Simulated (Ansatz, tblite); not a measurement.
**The cluster AlGa₂−: one state, many levels**

One table from this session's results is given with a row withheld; the runs are named, their logs left out.

Computed with Ansatz 0.2.0, Gaussian basis. Level: as each input shows.

Plan: GFN1-xTB, PBE-D4/def2-TZVPD, r2SCAN-D4/def2-TZVPD, HF/def2-TZVPD, BLYP-D4/def2-TZVPD, ωB97M-V/def2-TZVPD, r2SCAN0-D4/def2-TZVPD, LDA/def2-TZVPD, PBE-D4/def2-SVPD, PBE0-D4/def2-SVPD, HF/6-31G, B3LYP-D4/6-31G, CCSD(T)/def2-TZVPPD, MP2/def2-TZVPD, RPA/def2-TZVPD.

1 further run of the same task is left out (set aside as unsound or not needed). Runs told in other sessions of the task aren't counted.

## The geometry

The geometry is that of the singlet, from an earlier relaxation (B3LYP-D4/def2-TZVPD). At that level it is the lowest of the isomers that a small search found.

3 atoms, charge -1, spin multiplicity 1.

Bond lengths: Al1–Ga2 2.533 Å, Al1–Ga3 2.533 Å, Ga2–Ga3 2.509 Å. Angles: Ga2–Al1–Ga3 59.4°, Al1–Ga2–Ga3 60.3°, Al1–Ga3–Ga2 60.3°.

The ion is computed in the gas phase, without counter-ions or solvent.

PBE0-D4/def2-TZVPD was run before; its log isn't repeated, and its numbers join the tables.

Set-up of the first run:

Tight binding, by tblite at 300 K electronic temperature and without a spin-polarisation term:

```python
tblite.interface.Calculator('GFN1-xTB', numbers, positions, charge=-1, uhf=0).singlepoint()
```

start.molden holds the orbitals of an earlier run on this state, given as this run's starting guess.

File in.yaml:

```yaml
crystal:
  periodic: [false, false, false]
  atoms:
    - {symbol: Al, position_ang: [-0.786053, 0.664022, -1.046055]}
    - {symbol: Ga, position_ang: [1.107729, 0.692609, 0.636380]}
    - {symbol: Ga, position_ang: [-0.321676, -1.356631, 0.409665]}
basis:
  gaussian: {orbitals: def2-TZVPD, initial_orbitals: start.molden}
total_charge: -1
hamiltonian: {xc: pbe, dispersion: d4}
scf: {omitted_lower_state_checks: [starts]}
output: {orbitals: {seedname: orbitals}}
```

The run is started by

```
> ansatz run in.yaml --threads 4 --pin off --events-out ev --progress --plain --max-ram 3916MiB
```

Among the steps run: PBE-D4/def2-TZVPD; r2SCAN-D4/def2-TZVPD; HF/def2-TZVPD; BLYP-D4/def2-TZVPD; ωB97M-V/def2-TZVPD; r2SCAN0-D4/def2-TZVPD; LDA/def2-TZVPD; PBE-D4/def2-SVPD; PBE0-D4/def2-SVPD; HF/6-31G; B3LYP-D4/6-31G; CCSD(T)/def2-TZVPPD; MP2/def2-TZVPD; RPA/def2-TZVPD.

One table of the session follows, with a row left open; its other results are not shown here.

| level | HOMO (eV) | LUMO (eV) | gap (eV) |
| --- | --- | --- | --- |
| HF/6-31G | -1.45 | 3.92 | 5.36 |
| HF/def2-TZVPD | -1.60 | 3.81 | 5.40 |
| LDA/def2-TZVPD | 0.27 | 0.80 | 0.54 |
| PBE-D4/def2-SVPD | 0.40 | 0.99 | 0.59 |
| PBE-D4/def2-TZVPD | 0.39 | 0.96 | 0.57 |
| BLYP-D4/def2-TZVPD | 0.56 | 1.14 | 0.58 |
| r2SCAN-D4/def2-TZVPD | 0.25 | 0.94 | 0.69 |
| B3LYP-D4/6-31G | 0.06 | 1.59 | 1.53 |
| PBE0-D4/def2-SVPD | -0.25 | 1.54 | 1.79 |
| PBE0-D4/def2-TZVPD | -0.25 | 1.52 | 1.77 |
| r2SCAN0-D4/def2-TZVPD | -0.35 | 1.48 | 1.82 |
| ωB97M-V/def2-TZVPD | ? | ? | ? |

**Question.** Estimate the row for ωB97M-V/def2-TZVPD.

As computed: HOMO (eV): -1.77; LUMO (eV): 3.10; gap (eV): 4.87. In the column «HOMO (eV)» it is the lowest.
